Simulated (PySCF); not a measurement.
**AlHF (SMILES [F][AlH]): U-wB97X-V/STO-3G**

What is the energy change on altering one bond length of AlHF at U-wB97X-V/STO-3G? 

The calculation is run with PySCF 2.14.0.

9 further runs of the same task are left out: 9 set aside as unsound or not needed.

## (1) Starting point

AlHF: 3 atoms, total charge 0, spin state doublet. SMILES: `[F][AlH]`. Geometry: relaxed at PBE0-D4/def2-TZVP.

Bond lengths: F1–Al2 1.656 Å, Al2–H3 1.607 Å. Angles: F1–Al2–H3 115.5°.

## (2) The energy at U-wB97X-V/STO-3G

File calc.py:

```python
from pyscf import gto, dft

mol = gto.Mole()
mol.atom = [
    ('F', (0.907100, 0.893200, 0.585600)),
    ('Al', (-0.432500, 0.318000, -0.199500)),
    ('H', (-0.485400, -1.276100, -0.399300)),
]
mol.basis = 'sto-3g'
mol.charge = 0
mol.max_memory = 1860
mol.spin = 1
mol.verbose = 3
mol.build()

ks = dft.UKS(mol)
ks.xc = 'wb97x-v'
ks.nlcgrids.level = 1
ks.grids.level = 5
ks.conv_tol = 1e-10
ks.kernel()
if not ks.converged:
    ks = ks.newton().run(ks.mo_coeff, ks.mo_occ)

energy = ks.e_tot
print('E = %.10f Eh' % energy)
```

Launch:

```
$ OMP_NUM_THREADS=1 python calc.py
```

Output:

```text
WARN: HOMO -0.089259268712702 >= LUMO -0.0892592687127018

converged SCF energy = -338.371956876105  <S^2> = 0.75367064  2S+1 = 2.0036673
E = -338.3719568761 Eh
```

It took 18 s on 1 thread of Arm Neoverse N1, shared host; peak memory 0.18 GiB.

## (3) The distorted shape

File input.py:

```python
from pyscf import gto, dft

mol = gto.Mole()
mol.atom = [
    ('F', (0.970581, 2.806145, 0.825363)),
    ('Al', (-0.369019, 2.230945, 0.040263)),
    ('H', (-0.485400, -1.276100, -0.399300)),
]
mol.charge = 0
mol.basis = 'sto-3g'
mol.verbose = 3
mol.spin = 1
mol.max_memory = 1860
mol.build()

myscf = dft.UKS(mol)
myscf.xc = 'wb97x-v'
myscf.nlcgrids.level = 1
myscf.grids.level = 5
myscf.conv_tol = 1e-10
myscf.kernel()
if not myscf.converged:
    myscf = myscf.newton().run(myscf.mo_coeff, myscf.mo_occ)

energy = myscf.e_tot
print('E(%s) = %.9f' % ('WB97X-V', energy))
```

Launch:

```
$ OMP_NUM_THREADS=1 python input.py
```

Output:

```text
converged SCF energy = -338.277870302255  <S^2> = 0.75001737  2S+1 = 2.0000174
E(WB97X-V) = -338.277870302
```

Run time: 18 s. Hardware: 1 thread of Arm Neoverse N1, shared host; peak memory 0.18 GiB.

## (4) What came out

At U-wB97X-V/STO-3G:

```
                                                          quantity          value
                                         first shape: total energy  -338.37196 Eh
                                        first shape: dipole moment         1.44 D
                   first shape: HOMO energy (highest over α and β)       -3.40 eV
                    first shape: LUMO energy (lowest over α and β)        5.16 eV
                                                 first shape: ⟨S²⟩          0.754
                                     distorted shape: total energy  -338.27787 Eh
                                    distorted shape: dipole moment         0.71 D
               distorted shape: HOMO energy (highest over α and β)       -4.07 eV
                distorted shape: LUMO energy (lowest over α and β)        8.72 eV
                                             distorted shape: ⟨S²⟩          0.750
energy change with the Al2–H3 bond stretched from 1.607 to 3.536 Å       2.560 eV
```

**Reading.** With the Al2–H3 bond stretched from 1.607 to 3.536 Å the energy rises by 2.56 eV (247 kJ/mol). The first shape isn't relaxed at this level, so the change isn't measured from a minimum. The minimal basis adds a large error of its own. Mulliken charges (first shape) run from -0.28 on F1 to +0.54 on Al2; they depend strongly on the basis. Mulliken charges (distorted shape) run from -0.31 on F1 to +0.31 on Al2.
